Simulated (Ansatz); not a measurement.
Candidates: hcp Re, hcp Os, body-centred tetragonal In, hcp Mg, hcp Ru, hcp Zn. Level: r²SCAN+rVV10 in Ansatz (PAW).

Ansatz's runs of these crystals have no spin polarisation.

Spin–orbit coupling is left out, also for the solids with elements from indium on (hcp Re, hcp Os, body-centred tetragonal In); its size isn't shown.

Ansatz's density-functional and Hartree–Fock values are scalar-relativistic unless marked +SOC, with PAW data made under PBE.

### Question
Order them by their c axis length at this level, smallest first.

### Answer
hcp Ru (4.252 Å), hcp Os (4.308 Å), hcp Re (4.451 Å), hcp Zn (4.867 Å), body-centred tetragonal In (4.943 Å), hcp Mg (5.144 Å)

Ansatz is an electronic-structure program.
